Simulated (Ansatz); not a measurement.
# CH5AlSi: the cost of one run

Program: Ansatz 0.2.0, Gaussian basis. Level of theory: PBE0-D4/def2-SVP. These are calculated values, not measurements.

## Step 1: The starting structure

SMILES `C=[SiH][AlH2]`, 8 atoms, charge 0, spin multiplicity 1.

Atoms are counted from 1 here; the program's logs count them from 0.

Bond lengths: C1–Si2 1.768 Å, C1–H4 1.077 Å, C1–H5 1.078 Å, Si2–Al3 2.406 Å, Si2–H6 1.495 Å, Al3–H7 1.575 Å, Al3–H8 1.563 Å. Angles: Si2–C1–H4 123.5°, Si2–C1–H5 122.1°, H4–C1–H5 114.4°, C1–Si2–Al3 132.0°, C1–Si2–H6 112.8°, Al3–Si2–H6 115.2°, Si2–Al3–H7 123.7°, Si2–Al3–H8 128.3°, H7–Al3–H8 108.0°.

As a file:

```
C    -1.35756    0.93395   -0.97742
Si    0.00845    0.65573    0.11054
Al    1.16982   -1.34987    0.75530
H    -1.77636    1.90772   -1.16914
H    -1.84258    0.12949   -1.50593
H     0.51950    1.91468    0.73373
H     2.38229   -1.37380    1.76041
H     0.89644   -2.81791    0.29251
```

## Step 2: The run

md/in.yaml reads:

```yaml
crystal:
  periodic: [false, false, false]
  atoms:
    - {symbol: C, position_ang: [-1.357560, 0.933950, -0.977420]}
    - {symbol: Si, position_ang: [0.008450, 0.655730, 0.110540]}
    - {symbol: Al, position_ang: [1.169820, -1.349870, 0.755300]}
    - {symbol: H, position_ang: [-1.776360, 1.907720, -1.169140]}
    - {symbol: H, position_ang: [-1.842580, 0.129490, -1.505930]}
    - {symbol: H, position_ang: [0.519500, 1.914680, 0.733730]}
    - {symbol: H, position_ang: [2.382290, -1.373800, 1.760410]}
    - {symbol: H, position_ang: [0.896440, -2.817910, 0.292510]}
basis:
  gaussian: {orbitals: def2-SVP}
hamiltonian: {xc: pbe0, dispersion: d4}
md: {n_steps: 30, timestep: 0.5, temperature: 500, ensemble: nvt_nose_hoover, seed: 361, initial_velocities: maxwell_boltzmann}
```

On the command line:

```
$ ansatz run in.yaml --threads 2 --pin off --events-out ev --progress --plain --max-ram 3481MiB
```

Q: Estimate wall time and peak memory on 2 threads of Arm Neoverse V2, shared host.

About 30 s, with a peak of 0.14 GiB.
